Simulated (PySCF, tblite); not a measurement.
**CH6O2, a complex of two parts: NMR shifts, interaction energy, infrared bands, spin-spin couplings and core binding energies**

One table from this session's results is given with a row withheld; the runs are named, their logs left out.

Computed with tblite 0.8.0 and PySCF 2.14.0; each step states its level. No surroundings beyond the atoms listed, unless a continuum is named. Atoms count from 0, parts from 1.

### The system as given

9 atoms, charge 0, multiplicity 1; geometry: rigid parts in contact. Parts: 1 = atoms 0–5, `CO`, charge 0; 2 = atoms 6–8, `O`, charge 0.

Set-up of the first run:

Job settings and geometry (Å):

```
{"job": {"kind": "dock", "xc": "GFN2-xTB", "basis": "xTB"}, "charge": 0, "multiplicity": 1, "parts": [{"atoms": "0-5", "charge": 0, "multiplicity": 1}, {"atoms": "6-8", "charge": 0, "multiplicity": 1}]}
C     -0.362980     0.010260    -0.001927
O      0.929044    -0.224379    -0.505061
H     -1.058039    -0.273618    -0.789777
H     -0.516803     1.066589     0.243607
H     -0.567456    -0.595637     0.887270
H      1.576236     0.016785     0.165888
O      1.488692    -1.629982    -2.766109
H      1.828677    -1.307930    -1.929020
H      1.026586    -0.900823    -3.184431
```

Method: GFN2-xTB search for minima from random contacts, gas phase.

Run with:

```console
$ OMP_NUM_THREADS=1 python cluster_run.py task.json out
```

The driver reads the jobs from task.json and runs them one after another.

Among the steps run: Bringing the parts together with GFN2-xTB; Geometry optimisation at PBE0-D3(BJ)/def2-TZVPD; Nuclear shieldings: PBE0/pcSseg-2; Coupled-cluster interaction energy: CCSD(T) and MP2.

One table of the session follows, with a row left open; its other results are not shown here.

It belongs to the step «Coupled-cluster interaction energy: CCSD(T) and MP2». 

```
                 method  interaction energy (kcal/mol)
         HF/aug-cc-pVDZ                          -3.76
        MP2/aug-cc-pVDZ                              ?
       CCSD/aug-cc-pVDZ                          -4.66
    CCSD(T)/aug-cc-pVDZ                          -4.89
         HF/aug-cc-pVQZ                          -3.79
        MP2/aug-cc-pVQZ                          -5.58
    SCS-MP2/aug-cc-pVQZ                          -4.98
      MP2, extrapolated                          -5.69
CCSD(T), limit estimate                          -5.58
```

Q: Estimate the row for MP2/aug-cc-pVDZ from the others.

As computed: interaction energy (kcal/mol): -5.00. In the column «interaction energy (kcal/mol)» it lies between CCSD(T), limit estimate (-5.58) and SCS-MP2/aug-cc-pVQZ (-4.98).
